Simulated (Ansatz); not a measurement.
# AlSiH₃ (triplet): the correlation ladder, cc-pVTZ

The task here is to estimate one member of a computed series from the others.

Method: cc-pVTZ, core rule «outside noble gas», up to 10 orbitals frozen; program: Ansatz 0.2.0, Gaussian basis.

Plan: UHF; CCSD(T) on ROHF; CCSD(T) on UHF; BCCD(T) on ROHF; CCSDT(Q) on ROHF; CCSDT(Q) on UHF.

3 further runs of the same task are left out: 1 for a known fault of the program, 2 set aside as unsound or not needed.

### The geometry

The geometry is a PBE0/def2-TZVP stationary point (not a proven minimum) of the parent state, kept for this charge and spin.

5 atoms, charge 0, spin multiplicity 3.

Atoms are counted from 1 here; the program's logs count them from 0.

Bond lengths: Si1–Al2 2.589 Å, Si1–H3 1.498 Å, Si1–H4 1.498 Å, Si1–H5 1.498 Å. Angles: Al2–Si1–H3 112.9°, Al2–Si1–H4 112.9°, Al2–Si1–H5 112.9°, H3–Si1–H4 105.8°, H3–Si1–H5 105.8°, H4–Si1–H5 105.8°.

Set-up of the first run:

Input file in.yaml:

```yaml
crystal:
  periodic: [false, false, false]
  atoms:
    - {symbol: Si, position_ang: [-1.171874, 0.006317, 0.021992]}
    - {symbol: Al, position_ang: [1.416563, -0.007636, -0.026584]}
    - {symbol: H, position_ang: [-1.748562, 1.388936, 0.007564]}
    - {symbol: H, position_ang: [-1.736469, -0.658410, 1.240098]}
    - {symbol: H, position_ang: [-1.781536, -0.702136, -1.148828]}
basis:
  gaussian: {orbitals: cc-pVTZ}
magnetization: {spin_polarized: true, initial_magnetization: 2}
hamiltonian: {xc: hf}
output: {orbitals: {seedname: orbitals}}
```

Started as:

```sh
$ ansatz run in.yaml --threads 1 --pin off --events-out ev --progress --plain --max-ram 2560MiB --backend cpu
```

Steps of the session up to this table: UHF; CCSD(T) on ROHF; CCSD(T) on UHF; BCCD(T) on ROHF; CCSDT(Q) on ROHF; CCSDT(Q) on UHF.

One of the session's tables, all rows but one given; the rest of the session is left out.

| method | from UCCSDT(Q) (meV) |
| --- | --- |
| ROHF | +5819.3 |
| UHF | +5737.4 |
| RMP2 | +1274.0 |
| UMP2 | +1257.1 |
| RCCSD | +256.6 |
| UCCSD | +249.2 |
| RCCSD(T) | +52.6 |
| UCCSD(T) | +51.4 |
| BCCD(T) | +50.4 |
| RCCSDT | +11.5 |
| UCCSDT | ? |
| RCCSDT(Q) | +1.7 |
| UCCSDT(Q) | 0 |

Q: Estimate the row for UCCSDT from the others.

The run gave: from UCCSDT(Q) (meV): +9.6. In the column «from UCCSDT(Q) (meV)» it lies between RCCSDT(Q) (+1.7) and RCCSDT (+11.5).

To keep in mind: Restricted and unrestricted rows rest on different reference determinants; where their highest levels disagree by more than a few hundredths of an eV, they describe different states and don't form one ladder.
